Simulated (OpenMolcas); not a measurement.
# Setting up CH2O2 (formic acid) in OpenMolcas

CH2O2: 5 atoms, total charge 0, spin state singlet. As SMILES, `O=CO`. The coordinates come from a PBE0-D4/def2-TZVP relaxation. This is one conformer, not always the lowest.

```xyz
5

O    -0.3871   -0.4257    1.2053
C    -0.2309   -0.3472    0.0240
O     0.4570    0.6133   -0.5980
H    -0.6318   -1.0550   -0.7151
H     0.7928    1.2147    0.0838
```

Settings wanted:

```yaml
method: HF
reference: RHF
relativity: DKH2
basis_set: ANO-RCC-MB
task: energy
localisation: Pipek-Mezey
nucleus: point
```

Task: Write the OpenMolcas 26.06 input and the command.

Result: One that was run (others would do as well):

input.xyz:
```
5

O     -0.387130    -0.425720     1.205310
C     -0.230880    -0.347230     0.024010
O      0.456980     0.613310    -0.598030
H     -0.631770    -1.055030    -0.715060
H      0.792790     1.214660     0.083770
```

step1.input:
```
&GATEWAY
 Coord=input.xyz
 Basis=ANO-RCC-MB
 Group=NoSym

&SEWARD

&SCF
 PrOrbitals=0

&LOCALISATION
 Occupied
 Freeze
 Pipek-Mezey

&LOCALISATION
 FileOrb=$Project.LocOrb
 Virtual
 Pipek-Mezey
```

```bash
$ export MOLCAS_MEM=1860
$ pymolcas step1.input > step1.log
```

Calculated total energy: -188.64094 Eh.
